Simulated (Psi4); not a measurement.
**HNO3 (SMILES O=[N+]([O-])O) at OMP2/def2-SVPD (density fitting for correlation)**

What is the vertical ionisation energy of HNO3 at OMP2/def2-SVPD (density fitting for correlation)? 

The results are computed with Psi4 1.11.

2 further runs of the same task are left out: 1 that didn't finish, 1 set aside as unsound or not needed.

### 1 The structure to begin with

The species is HNO3 (5 atoms), meant as a singlet with charge 0. As SMILES, `O=[N+]([O-])O`. The shape is that of a PBE0-D4/def2-TZVP optimisation. This is one conformer, not always the lowest.

Bond lengths: O1–N2 1.186 Å, N2–O3 1.201 Å, N2–O4 1.385 Å, O4–H5 0.970 Å. Angles: O1–N2–O3 130.2°, O1–N2–O4 114.2°, O3–N2–O4 115.7°, N2–O4–H5 103.1°.

### 2 A single-point energy at OMP2/def2-SVPD (density fitting for correlation)

The input, hno3.dat:

```
memory 2.2 GB

molecule {
  O      2.49041337    -0.59677551     1.41068055
  N      0.47827078    -0.52861309     0.42743715
  O     -1.12710825    -2.12397658     0.26730176
  O     -0.08329913     1.76301999    -0.70668198
  H     -1.75827678     1.48634519    -1.39871859
  units bohr
  symmetry c1
  no_reorient
  no_com
}

set basis def2-SVPD
set reference rhf
set puream true
set e_convergence 1e-09
set d_convergence 1e-08
set scf_type pk
set num_frozen_docc 4

e, wfn = energy('omp2', return_wfn=True)
```

Started as:

```console
$ psi4 hno3.dat hno3.out -n 1
```

hno3.out:

```text
[...]
  Running in c1 symmetry.
[...]
  Nuclear repulsion =  127.635963245308730
[...]
  Multiplicity = 1
[...]
  Nalpha       = 16
  Nbeta        = 16
[...]
    Number of basis functions: 97
[...]
   @RHF iter   1:  -279.00931260175605   -1.75658e-01   8.16222e-03 ADIIS/DIIS
[...]
   @RHF iter  14:  -279.24363952317839   -7.33280e-12   5.26940e-09 DIIS
[...]
    Orbital Energies [Eh]
    ---------------------
    Doubly Occupied:
       1A    -20.695220     2A    -20.650614     3A    -20.646100
       4A    -15.948342     5A     -1.696682     6A     -1.471390
       7A     -1.441694     8A     -0.955168     9A     -0.835534
      10A     -0.810853    11A     -0.795134    12A     -0.709425
      13A     -0.592974    14A     -0.560755    15A     -0.538952
      16A     -0.506437
[...]
  @RHF Final Energy:  -279.24363952317839
   => Energetics <=
    Nuclear Repulsion Energy =            127.6359632453087301
    One-Electron Energy =                -636.0486525315982362
    Two-Electron Energy =                 229.1690497631111043
    Total Energy =                       -279.2436395231783877
[...]
 Multipole Moments:
 ------------------------------------------------------------------------------------
     Multipole            Electronic (a.u.)      Nuclear  (a.u.)        Total (a.u.)
 ------------------------------------------------------------------------------------
 L = 1.  Multiply by 2.5417464519 to convert [e a0] to [Debye]
 Dipole X            :        -12.5510950           11.8296666           -0.7214284
 Dipole Y            :         10.4066330           -9.8758032            0.5308297
 Dipole Z            :         -9.9077876            9.3637441           -0.5440435
 Magnitude           :                                                    1.0479611
[...]
	Warning: cc_lambda option is changed to TRUE
	For this residual convergence, default PCG convergence is:     1.00e-07
[...]
	DF-MP2 Total Energy (a.u.)         :  -280.01384086999229
[...]
	DF-MP2 Total Energy (a.u.)         :  -280.03654185130392
[...]
	DF-OMP2 Total Energy (a.u.)        :  -280.03654185128084
[...]
```

Wall time 24 s (1 thread of Intel Xeon Platinum 8259CL at 2.50GHz (Skylake/Cascade Lake), shared host); peak memory 0.35 GiB.

### 3 The doublet cation, same level

The input, hno3.xyz:

```xyz
5
HNO3
O      1.317870    -0.315800     0.746500
N      0.253090    -0.279730     0.226190
O     -0.596440    -1.123960     0.141450
O     -0.044080     0.932950    -0.373960
H     -0.930440     0.786540    -0.740170
```

The input, hno3.py:

```python
import psi4

psi4.set_memory(2200000000)
psi4.set_num_threads(1)
psi4.core.set_output_file('psi4.out', False)

with open('hno3.xyz') as f:
    atoms = ''.join(f.readlines()[2:])
geom = psi4.geometry('1 2\n' + atoms + 'symmetry c1')

psi4.set_options({
    'basis': 'def2-SVPD',
    'reference': 'uhf',
    'puream': True,
    'e_convergence': 1e-09,
    'd_convergence': 1e-08,
    'scf_type': 'pk',
    'num_frozen_docc': 4,
    'maxiter': 100,
})

energy_value, wavefunction = psi4.energy('omp2', molecule=geom, return_wfn=True)
print(f'omp2 energy: {energy_value:.10f} Eh')
for k, v in sorted(psi4.core.scalar_variables().items()):
    print(f'{k:45s} {v:18.10f}')
```

Started as:

```console
$ python hno3.py
```

psi4.out:

```text
[...]
  Running in c1 symmetry.
[...]
  Nuclear repulsion =  127.635963317852969
[...]
  Multiplicity = 2
[...]
  Nalpha       = 16
  Nbeta        = 15
[...]
    Number of basis functions: 97
[...]
   @UHF iter   1:  -278.51250501788172    3.21150e-01   8.01447e-03 DIIS/ADIIS
[...]
   @UHF iter  30:  -278.78381771872148   -2.61480e-12   8.97559e-09 DIIS
[...]
   @S^2 Observed:                8.205012084E-01
[...]
    Orbital Energies [Eh]
    ---------------------
    Alpha Occupied:
       1A    -21.073503     2A    -21.065788     3A    -20.979861
       4A    -16.283442     5A     -2.061899     6A     -1.869027
       7A     -1.741378     8A     -1.285257     9A     -1.206834
      10A     -1.159941    11A     -1.144178    12A     -1.035843
      13A     -0.977216    14A     -0.922028    15A     -0.910419
      16A     -0.871629
    Alpha Virtual:
      17A     -0.248599    18A     -0.108465    19A     -0.049388
      20A     -0.035744    21A     -0.028237    22A     -0.020412
      23A      0.008950    24A      0.014519    25A      0.028708
[...]
  @UHF Final Energy:  -278.78381771872148
   => Energetics <=
    Nuclear Repulsion Energy =            127.6359633178529691
    One-Electron Energy =                -625.2625438828802089
    Two-Electron Energy =                 218.8427628463057601
    Total Energy =                       -278.7838177187214797
  UHF NO Occupations:
  HONO-2 :   14  A 1.9942786
  HONO-1 :   15  A 1.9727401
[...]
 Multipole Moments:
 ------------------------------------------------------------------------------------
     Multipole            Electronic (a.u.)      Nuclear  (a.u.)        Total (a.u.)
 ------------------------------------------------------------------------------------
 L = 1.  Multiply by 2.5417464519 to convert [e a0] to [Debye]
 Dipole X            :          0.3963326           -1.0722097           -0.6758771
 Dipole Y            :         -0.7576398            0.9049172            0.1472774
 Dipole Z            :          0.4751448           -0.8523968           -0.3772519
 Magnitude           :                                                    0.7879210
[...]
	Warning: cc_lambda option is changed to TRUE
	For this residual convergence, default PCG convergence is:     1.00e-07
[...]
	DF-SCS-MP2 Total Energy (a.u.)     :  -279.51374752248756
	DF-SOS-MP2 Total Energy (a.u.)     :  -279.49457620826252
[...]
	DF-SCS-OMP2 Total Energy (a.u.)    :  -279.55373059463739
	DF-SOS-OMP2 Total Energy (a.u.)    :  -279.46717819687620
	DF-SCS(N)-OMP2 Total Energy (a.u.) :  -279.17598675953246
[...]
	DF-OMP2 Total Energy (a.u.)        :  -279.60213737541852
[...]
```

Wall time 64 s (1 thread of Intel Xeon Platinum 8259CL at 2.50GHz (Skylake/Cascade Lake), shared host); peak memory 0.36 GiB.

### 4 Results

At OMP2/def2-SVPD (density fitting for correlation), 4 core orbitals frozen:

| quantity | value |
| --- | --- |
| singlet HNO3: total energy | -280.03654 Eh |
| singlet HNO3: HOMO energy (Hartree–Fock orbitals) | -13.78 eV |
| singlet HNO3: LUMO energy (Hartree–Fock orbitals) | 2.03 eV |
| singlet HNO3: HOMO–LUMO gap (Hartree–Fock orbitals) | 15.81 eV |
| singlet HNO3: correlation energy (4 core orbitals frozen) | -792.9 mEh |
| doublet cation: total energy | -279.60214 Eh |
| doublet cation: HOMO energy (Hartree–Fock orbitals) (highest over α and β) | -20.30 eV |
| doublet cation: LUMO energy (Hartree–Fock orbitals) (lowest over α and β) | -10.43 eV |
| doublet cation: correlation energy (4 core orbitals frozen) | -818.3 mEh |
| doublet cation: ⟨S²⟩ of the reference determinant | 0.821 |
| vertical ionisation energy (to the doublet cation) | 11.821 eV |

What this shows: Removing an electron at fixed nuclei costs 11.82 eV (273 kcal/mol).
